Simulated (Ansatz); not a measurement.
# C2H4ClN: one species, many methods

Aim: compute C2H4ClN with functionals from several rungs and with coupled cluster. The yardstick is the atomisation energy at the CCSD(T) limit.

Program: Ansatz 0.2.0, Gaussian basis. Level of theory: functionals in def2-TZVPP, the program's frozen cores in correlated methods. These are calculated values, not measurements.

Levels to be run: LDA (SPW92), PBE-D4, revPBE-D4, BLYP-D4, r2SCAN-D4, B97M-V, PBE0-D4, B3LYP-D4, r2SCANh-D4, r2SCAN0-D4, HSE06-D4, BHLYP-D4, CAM-B3LYP-D4, LC-ωPBE, ωB97X-V, ωB97M-V, B2PLYP, PBE-QIDH; CCSD(T)/def2-SVP; CCSD(T)/def2-TZVPP; MP2/def2-QZVPP; extrapolation to the limit; RPA on PBE.

### 1 The geometry

The geometry comes from an earlier relaxation with PBE0-D4 in a triple-zeta def2 set; it is a stationary point, not always the lowest conformer.

SMILES `C=C(N)Cl`, 8 atoms, charge 0, spin multiplicity 1.

Atoms are counted from 1 here; the program's logs count them from 0.

Bond lengths: C1–C2 1.329 Å, C1–H5 1.078 Å, C1–H6 1.083 Å, C2–N3 1.378 Å, C2–Cl4 1.734 Å, N3–H7 1.007 Å, N3–H8 1.008 Å. Angles: C2–C1–H5 121.1°, C2–C1–H6 120.1°, H5–C1–H6 118.8°, C1–C2–N3 127.5°, C1–C2–Cl4 120.5°, N3–C2–Cl4 111.9°, C2–N3–H7 115.0°, C2–N3–H8 114.1°, H7–N3–H8 113.2°.

### 2 LDA

This LDA is Slater exchange with PW92 correlation.

Input file in.yaml:

```yaml
crystal:
  periodic: [false, false, false]
  atoms:
    - {symbol: C, position_ang: [0.107685, 1.181057, -0.243841]}
    - {symbol: C, position_ang: [-0.223415, -0.106370, -0.265036]}
    - {symbol: N, position_ang: [0.398625, -1.142497, 0.396624]}
    - {symbol: Cl, position_ang: [-1.517578, -0.666456, -1.273448]}
    - {symbol: H, position_ang: [-0.392337, 1.894896, -0.878668]}
    - {symbol: H, position_ang: [0.904068, 1.525910, 0.404217]}
    - {symbol: H, position_ang: [-0.208881, -1.896794, 0.673939]}
    - {symbol: H, position_ang: [1.023934, -0.846745, 1.130413]}
basis:
  gaussian: {orbitals: def2-TZVPP}
hamiltonian: {xc: lda}
output: {orbitals: {seedname: orbitals}}
```

Command:

```console
$ ansatz run in.yaml --threads 2 --pin off --events-out ev --progress --plain --max-ram 4352MiB
```

Further steps of the session: PBE-D4 (GGA); revPBE-D4 (GGA); BLYP-D4 (GGA); r2SCAN-D4 (meta-GGA); B97M-V (meta-GGA); PBE0-D4 (hybrid); B3LYP-D4 (hybrid); r2SCANh-D4 (hybrid); r2SCAN0-D4 (hybrid); HSE06-D4 (hybrid); BHLYP-D4 (hybrid); CAM-B3LYP-D4 (range-separated); LC-ωPBE (range-separated); ωB97X-V (range-separated); ωB97M-V (range-separated); B2PLYP (double hybrid); PBE-QIDH (double hybrid); CCSD(T) in def2-SVP; CCSD(T) in def2-TZVPP; MP2 in def2-QZVPP; RPA on PBE orbitals.

Before running them: what should the planned runs give, taken together? Wanted: atomisation energy, CCSD(T)/CBS; farthest beyond LDA; mean size of error, GGA; mean size of error, meta-GGA; mean size of error, hybrid; mean size of error, range-separated; mean size of error, double hybrid; gap, smallest and largest; T1 diagnostic.

The runs gave:

| quantity | value |
| --- | --- |
| atomisation energy, CCSD(T)/CBS | 716.1 kcal/mol |
| functionals within 3.6 kcal/mol (0.5 %) | r2SCANh-D4, LC-ωPBE, ωB97X-V, PBE-QIDH |
| farthest beyond LDA | PBE-D4 (+28.8 kcal/mol) |
| mean size of error, GGA | 14.7 kcal/mol |
| mean size of error, meta-GGA | 4.1 kcal/mol |
| mean size of error, hybrid | 10.1 kcal/mol |
| mean size of error, range-separated | 3.4 kcal/mol |
| mean size of error, double hybrid | 3.5 kcal/mol |
| gap, smallest and largest | 4.78 eV (LDA (SPW92)), 11.89 eV (LC-ωPBE) |
| T1 diagnostic | 0.0106 |
| triples share of the correlation energy | 4.3 % |

**Reading.** The LDA atomisation energy is off by 123.5 kcal/mol (17 %): it overbinds. PBE-D4 misses by +28.8 kcal/mol. Double hybrids carry the basis error of their MP2 part in triple zeta, and no dispersion term here, so their miss is partly the set-up's. The rungs range-separated, double hybrid miss on average by less than the doubt on the reference (3.6 kcal/mol), so they tie; GGA functionals have the largest mean beyond LDA (14.7 kcal/mol). Misses under about 3.6 kcal/mol are within the doubt on the reference itself, which lacks core-valence correlation, relativity and higher excitations. Hartree-Fock recovers 69 % of the binding; the rest is correlation. CCSD(T) in def2-SVP is off by -42.3 kcal/mol, worse than the median functional, from the basis alone. The gap grows from 4.8 to 11.9 eV across the functionals, mostly with the share of exact exchange.
